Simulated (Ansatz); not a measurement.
A run of Ansatz (development build ahead of 0.2.0) on singlet CH₃Cl at this shape:

```xyz
5

C     0.0000    0.0000   -1.0298
Cl    0.0000    0.0000    0.6035
H     0.0000   -0.9537   -1.3603
H    -0.8259    0.4768   -1.3603
H     0.8259    0.4768   -1.3603
```

Its results:

```
Converged                       : yes
Reference energy                : -499.11668 hartree
Correlation energy              : -0.35995 hartree
Total energy                    : -499.47663 hartree
Spin squared of the determinant : 0.000
```

Task: Which input gives this output? Name the method, the orbitals and the basis set, and write the input.

Result: RHF-MP2 in def2-TZVP. An unrestricted run that stays on the closed shell gives the same numbers.

```yaml
crystal:
  periodic: [false, false, false]
  atoms:
    - { symbol: C, position_ang: [0.0, 0.0, -1.02978] }
    - { symbol: Cl, position_ang: [0.0, 0.0, 0.6035] }
    - { symbol: H, position_ang: [0.0, -0.95368, -1.36029] }
    - { symbol: H, position_ang: [-0.82591, 0.47684, -1.36029] }
    - { symbol: H, position_ang: [0.82591, 0.47684, -1.36029] }
basis:
  gaussian: { orbitals: def2-TZVP }
hamiltonian:
  xc: hf
correlation:
  method: mp2
  frozen_orbitals: { C: 1, Cl: 5, H: 0 }
```
